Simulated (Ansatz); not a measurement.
A calculation with Ansatz (development build ahead of 0.2.0).

```yaml
crystal:
  periodic: [false, false, false]
  atoms:
    - { symbol: Li, position_ang: [0.0, 0.0, -1.05704] }
    - { symbol: F, position_ang: [0.0, 0.0, 0.35235] }
basis:
  gaussian: { orbitals: "6-31G" }
hamiltonian:
  xc: hf
```

The input is written out in the form of the current development build from the run's settings.

Results

```
Converged                       : yes
Total energy                    : -106.90864 hartree
Spin squared of the determinant : 0.000
```
